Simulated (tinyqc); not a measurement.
CCD on RHF in the sto-3g basis, frozen core, for LiH, spin multiplicity 1, step by step. One step of it, computed by the program tinyqc.

Problem. CCD: starting amplitudes. t_ij^ab = <ij||ab> / (e_i + e_j - e_a - e_b), whose energy is MP2.

orbital energies (hartree): MO1 -2.346564, MO2 -0.295151, MO3 0.079117, MO4 0.163678, MO5 0.163678, MO6 0.579206

Two-electron integrals over orbitals (pq|rs), unique and non-zero (hartree); the lowest 1 orbital is frozen and left out:
```
(22|22) 0.495685    (32|22) -0.046617   (32|32) 0.011972    (33|22) 0.227266
(33|32) 0.005897    (33|33) 0.338971    (42|42) 0.024103    (43|42) 0.019202
(43|43) 0.041328    (44|22) 0.276145    (44|32) 0.004534    (44|33) 0.282257
(44|44) 0.312946    (52|52) 0.024103    (53|52) 0.019202    (53|53) 0.041328
(54|54) 0.016869    (55|22) 0.276145    (55|32) 0.004534    (55|33) 0.282257
(55|44) 0.279207    (55|55) 0.312946    (62|22) 0.133392    (62|32) -0.033292
(62|33) -0.008803   (62|44) -0.009777   (62|55) -0.009777   (62|62) 0.122790
(63|22) -0.050870   (63|32) 0.008266    (63|33) 0.036067    (63|44) 0.001253
(63|55) 0.001253    (63|62) -0.030910   (63|63) 0.026294    (64|42) -0.019490
(64|43) -0.013883   (64|64) 0.019404    (65|52) -0.019490   (65|53) -0.013883
(65|65) 0.019404    (66|22) 0.457944    (66|32) -0.041921   (66|33) 0.242123
(66|44) 0.269487    (66|55) 0.269487    (66|62) 0.141652    (66|63) -0.043446
(66|66) 0.456652
```

Give: Starting amplitudes; correlation energy.

Solution.

Starting amplitudes (spin orbitals 1a, 1b, ...; amplitudes related by a flip of all spins are not repeated):

| from | to | t |
|---|---|---|
| 2a 2b | 6a 6b | -0.070 |
| 2a 2b | 3a 6b | 0.027 |
| 2a 2b | 5a 5b | -0.026 |
| 2a 2b | 4a 4b | -0.026 |
| 2a 2b | 3a 3b | -0.016 |

correlation energy = -0.01185 hartree
